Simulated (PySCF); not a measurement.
# C3H6O3 (dimethyl carbonate): the cost of one run

Programs: PySCF 2.14.0, with density-fitted response routines of our own. Each step states its level of theory. These are calculated values for one molecule, in the gas phase or a continuum, unless marked as measured. Atoms are numbered from 0 throughout.

### Step 1. The starting structure

12 atoms, charge 0, multiplicity 1; geometry from: GFN2-xTB. The atoms were then displaced at random by about 0.01 Å, so the start is not that level's minimum.

Bonds of the start (Å): C0–O1 1.43, O1–C2 1.35, C2–O3 1.20, C2–O4 1.32, O4–C5 1.43, C0–H6 1.11, C0–H7 1.06, C0–H8 1.08, C5–H9 1.09, C5–H10 1.08, C5–H11 1.09.

### Step 2. Geometry optimisation at PBE0-D3(BJ)/def2-TZVP

Job settings and geometry (Å):

```
{"job": {"xc": "PBE0", "basis": "def2-TZVP", "d3": "d3bj", "grid": 2, "shake": 0.01, "kind": "geom"}, "charge": 0, "multiplicity": 1}
C      2.344240     0.027050     0.139020
O      1.102070    -0.596430     0.490830
C     -0.019940    -0.003690     0.034460
O     -0.004100     0.999120    -0.621820
O     -1.061910    -0.708140     0.438850
C     -2.322740    -0.179550     0.036770
H      2.353470     1.069680     0.526220
H      3.132760    -0.537840     0.572210
H      2.428150     0.095340    -0.931790
H     -3.067520    -0.864290     0.455510
H     -2.389060    -0.155550    -1.041510
H     -2.455730     0.826030     0.436360
```

On the command line:

```bash
$ OMP_NUM_THREADS=1 python probes_run.py task.json out
```

One launch serves the whole session: the jobs run in the order shown.

Q: Estimate the wall time and peak memory of this first job on 1 thread of Arm Neoverse V1, shared host.

About 2.2 min, with a peak of 1 GiB.
